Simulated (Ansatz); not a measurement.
# H4OSi2: the cost of one run

The runs use Ansatz 0.2.0, Gaussian basis; revPBE-D4/def2-SVP.

1 further run of the same task is left out (it didn't finish).

### 1 The system as given

SMILES `O[SiH]=[SiH2]`, 7 atoms, charge 0, spin multiplicity 1.

Atoms are counted from 1 here; the program's logs count them from 0.

Bond lengths: O1–Si2 1.632 Å, O1–H4 0.955 Å, Si2–Si3 2.211 Å, Si2–H5 1.478 Å, Si3–H6 1.477 Å, Si3–H7 1.476 Å. Angles: Si2–O1–H4 124.5°, O1–Si2–Si3 116.1°, O1–Si2–H5 104.5°, Si3–Si2–H5 118.4°, Si2–Si3–H6 110.2°, Si2–Si3–H7 117.0°, H6–Si3–H7 101.8°.

As a file:

```
O    -1.4281   -0.9676   -0.7215
Si   -0.4518    0.3311   -0.5714
Si    1.2551    0.1117    0.8173
H    -2.3277   -1.0080   -0.4039
H    -1.3747    1.4687   -0.3755
H     2.2525    1.1725    0.5697
H     2.0748   -1.1083    0.6853
```

### 2 The run

md/in.yaml

```yaml
crystal:
  periodic: [false, false, false]
  atoms:
    - {symbol: O, position_ang: [-1.428140, -0.967600, -0.721500]}
    - {symbol: Si, position_ang: [-0.451830, 0.331050, -0.571350]}
    - {symbol: Si, position_ang: [1.255140, 0.111670, 0.817250]}
    - {symbol: H, position_ang: [-2.327730, -1.008000, -0.403910]}
    - {symbol: H, position_ang: [-1.374720, 1.468730, -0.375520]}
    - {symbol: H, position_ang: [2.252460, 1.172460, 0.569740]}
    - {symbol: H, position_ang: [2.074820, -1.108310, 0.685290]}
basis:
  gaussian: {orbitals: def2-SVP}
hamiltonian: {xc: {name: revPBE}, dispersion: d4}
md: {n_steps: 60, timestep: 0.75, temperature: 500, ensemble: nve, seed: 689, initial_velocities: maxwell_boltzmann}
```

Launch:

```console
> ansatz run in.yaml --threads 2 --pin off --events-out ev --progress --plain --max-ram 3481MiB
```

**Question.** How long does this run take on 2 threads of Intel Xeon at 2.50GHz, shared host, and how much memory does it need?

About 2.6 min, with a peak of 0.13 GiB.
